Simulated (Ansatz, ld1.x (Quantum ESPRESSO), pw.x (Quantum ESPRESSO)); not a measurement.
## What a changed setting does to a pw.x run (diamond Ca)

Potential: norm-conserving Troullier–Martins (Kleinman–Bylander form), ld1.x (Quantum ESPRESSO) 7.5, PBEsol; core [Ar], reference 3d0 4s0.5 4p0; waves: 4p (bound, empty): rc 3.85 bohr; 3d (bound, empty): rc 3.05 bohr; 4s (bound): rc 2.70 bohr; local part: the s channel; core correction: Bessel-smoothed model core, default radius (core density twice the valence density).

The reference run (k-mesh 8³, cutoffs 50/200 Ry, Fermi–Dirac 0.01 Ry, mixing_beta 0.4, conv_thr 1e-9, no spin) gives 0.05 GPa at 74.549 Å³/atom, where all-electron LAPW gives -0.01 GPa. This run, with its own iteration cap, changes nbnd to 14.

```
&control
  calculation='scf', prefix='x', pseudo_dir='./', outdir='./tmp', tstress=.true., disk_io='none'
/
&system
  ibrav=0, nat=2, ntyp=1, ecutwfc=50, ecutrho=200, nbnd=14,
  occupations='smearing', smearing='fd', degauss=0.01
/
&electrons
  conv_thr=1e-09, mixing_beta=0.4, electron_maxstep=60
/
ATOMIC_SPECIES
Ca 1.0 Ca.UPF
CELL_PARAMETERS angstrom
  0.00000000 4.20869326 4.20869326
  4.20869326 0.00000000 4.20869326
  4.20869326 4.20869326 0.00000000
ATOMIC_POSITIONS crystal
Ca 0.0000 0.0000 0.0000
Ca 0.2500 0.2500 0.2500
K_POINTS automatic
8 8 8 0 0 0
```

```bash
pw.x < Ca.scf.in > Ca.scf.out
```

Q: How does the run end?

A: It converges in 9 iterations; the free energy moves by +0.0 meV/atom and the pressure by +0.00 GPa. The result is that of the reference run.

```
Message from routine setup:
     using ibrav=0 with symmetry is DISCOURAGED, use correct ibrav instead
     lattice parameter (alat)  =      11.2476  a.u.
     unit-cell volume          =    1006.1632 (a.u.)^3
     number of electrons       =         4.00
     number of Kohn-Sham states=           14
     kinetic-energy cutoff     =      50.0000  Ry
     charge density cutoff     =     200.0000  Ry
     scf convergence threshold =      1.0E-09
     Exchange-correlation= PBESOL
     number of k points=    29  Fermi-Dirac smearing, width (Ry)=  0.0100
     iteration #  1     ecut=    50.00 Ry     beta= 0.40
     total energy              =      -8.08039648 Ry
     estimated scf accuracy    <       0.03237433 Ry
     iteration #  2     ecut=    50.00 Ry     beta= 0.40
     total energy              =      -8.08073650 Ry
     estimated scf accuracy    <       0.01164955 Ry
     iteration #  3     ecut=    50.00 Ry     beta= 0.40
     total energy              =      -8.08171792 Ry
     estimated scf accuracy    <       0.00091247 Ry
     iteration #  4     ecut=    50.00 Ry     beta= 0.40
     total energy              =      -8.08201368 Ry
     estimated scf accuracy    <       0.00017407 Ry
     iteration #  5     ecut=    50.00 Ry     beta= 0.40
     total energy              =      -8.08203597 Ry
     estimated scf accuracy    <       0.00001451 Ry
     iteration #  6     ecut=    50.00 Ry     beta= 0.40
     total energy              =      -8.08204156 Ry
     estimated scf accuracy    <       0.00000026 Ry
     iteration #  7     ecut=    50.00 Ry     beta= 0.40
     total energy              =      -8.08204188 Ry
     estimated scf accuracy    <       0.00000010 Ry
     iteration #  8     ecut=    50.00 Ry     beta= 0.40
     total energy              =      -8.08204188 Ry
     estimated scf accuracy    <       0.00000002 Ry
     iteration #  9     ecut=    50.00 Ry     beta= 0.40
     the Fermi energy is     0.0813 ev
!    total energy              =      -8.08204188 Ry
     estimated scf accuracy    <          3.1E-11 Ry
     smearing contrib. (-TS)   =      -0.01440288 Ry
     The total energy is F=E-TS. E is the sum of the following terms:
     one-electron contribution =       1.39935922 Ry
     hartree contribution      =       0.07806384 Ry
     xc contribution           =      -6.83584035 Ry
     ewald contribution        =      -2.70922172 Ry
     convergence has been achieved in   9 iterations
          total   stress  (Ry/bohr**3)                   (kbar)     P=        0.51
     Message from routine punch:
     Nothing written, as per user request (disk_io='none')
```

The run took about 50 s on one core of a shared host (Neoverse-V1, 32 threads, 247 GiB, load 21).
